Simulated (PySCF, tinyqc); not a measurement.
Inside a calculation. Method: RHF in the sto-3g basis, for BH, spin multiplicity 1. This run ends on a higher stationary point, not on the lowest solution. The lowest restricted solution is unstable here: a spin-polarised one lies 0.0056 hartree lower (PySCF). Computed by tinyqc, a small Python program that keeps every step (integrals from PySCF). Settings: charge = 0, multiplicity = 1, basis = sto-3g, energy threshold = 1e-10, iteration cap = 86, orthogonalisation = symmetric, start = Wolfsberg-Helmholz matrix, DIIS depth = 0, method = RHF. Command: `OMP_NUM_THREADS=1 python tinyqc.py 20647 20648 out.jsonl` (the two numbers bound the seeds that draw the settings). One thread of a shared host (Intel(R) Xeon(R) Processor @ 2.60GHz), about 0.08 s of CPU time with the checks.

Geometry (angstrom):
```
atom        x        y        z
B     0.00000  0.00000  0.00000
H     0.00000  0.00000  1.60900
```

Stop when the energy changes by less than 1e-10 hartree and every element of the error matrix X^T (F D S - S D F) X is below 3e-06.

Course of the cycle:
```
iteration  E (hartree)     change  largest element of the error matrix
1          -24.1529172          -                             4.06e-01
2          -24.3340912  -1.81e-01                             9.82e-02
3          -24.3734305  -3.93e-02                             5.86e-02
4          -24.3827579  -9.33e-03                             2.59e-02
5          -24.3842751  -1.52e-03                             1.03e-02
6          -24.3844922  -2.17e-04                             3.89e-03
7          -24.3845218  -2.96e-05                             1.43e-03
8          -24.3845257  -3.94e-06                             5.23e-04
9          -24.3845262  -5.22e-07                             1.90e-04
10         -24.3845263  -6.90e-08                             6.92e-05
11         -24.3845263  -9.10e-09                             2.51e-05
12         -24.3845263  -1.20e-09                             9.12e-06
13         -24.3845263  -1.58e-10                             3.31e-06
14         -24.3845263  -2.09e-11                             1.20e-06
```

Can the last value be used, and what does the course show?

No, though the log alone does not show it. Converged in 14 iterations. But the solution lies 0.31562 hartree above the reference: it is another stationary point, not the lowest restricted one. Reruns (cap 100 unless said): DIIS 8: converged in 9 to a higher stationary point; damping 0.5: converged in 36 to a higher stationary point; level shift 0.5: converged in 29 to a higher stationary point; atomic densities as start, DIIS 8: converged in 8. PySCF RHF in the same basis = -24.7001451 hartree.
